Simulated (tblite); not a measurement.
Input of a run (GFN2-xTB geometry optimisation, gas phase (tblite 0.8.0)), started from a force field or distance geometry:
```
{"job": {"kind": "relax", "xc": "GFN2-xTB", "basis": "xTB"}, "charge": 0, "multiplicity": 2}
C      1.359600     0.007500     0.156200
C     -0.118100     0.283600     0.039900
C     -1.001700    -0.859300    -0.312800
C     -0.637800     1.584500     0.280100
N     -1.065800     2.634800     0.491200
H      1.904200     0.911200     0.427200
H      1.544600    -0.745800     0.917800
H      1.749100    -0.347100    -0.794300
H     -2.054200    -0.546600    -0.364200
H     -0.738300    -1.261300    -1.290500
H     -0.936200    -1.659000     0.423500
```

Output (eV, eV/Å):
```
step      E/eV     max force
  0    -393.13804    2.550
  1    -393.14227    3.455
  2    -393.20262    0.467
  3    -393.21077    0.413
  4    -393.21927    0.238
  5    -393.22135    0.131
  6    -393.22216    0.069
  7    -393.22267    0.059
  8    -393.22299    0.061
  9    -393.22317    0.033
 10    -393.22331    0.030
 11    -393.22342    0.028
 12    -393.22348    0.026
 13    -393.22353    0.021
 14    -393.22359    0.034
 15    -393.22369    0.041
 16    -393.22379    0.031
 17    -393.22386    0.016
 18    -393.22388    0.012
 19    -393.22390    0.012
 20    -393.22392    0.015
 21    -393.22393    0.009
```

Question: Summarise the run.

Answer: The energy falls by 0.086 eV over 21 L-BFGS steps, the largest force on an atom goes from 2.55 to 0.009 eV/Å, and the atoms move by 0.030 Å rms after alignment. The bond that changes most is C2–C4 (ends: carbon bonded to 3 C; carbon bonded to C and N), which shortens by 0.054 Å. Bonds longer at the end by more than 0.005 Å: 3 of 10; shorter: 3. Among the angles that change most is C1–C2–C3, from 117.4° to 119.4°. The energy never rose by more than 1e-5 eV on the way. The first step brought 5 % of the lowering.

Question: What are the final bond lengths?

Answer: C1–C2 1.487 Å, C2–C3 1.486 Å, C2–C4 1.367 Å, C4≡N5 1.161 Å, C1–H6 1.087 Å, C1–H7 1.093 Å, C1–H8 1.093 Å, C3–H9 1.087 Å, C3–H10 1.093 Å, C3–H11 1.093 Å. Numbering counts from 1 in the input's order; the species is `C[C](C)C#N` [radical].

Its GFN2-xTB frequencies are all real (lowest 51 cm⁻¹).

The numbers are calculated, not measured.
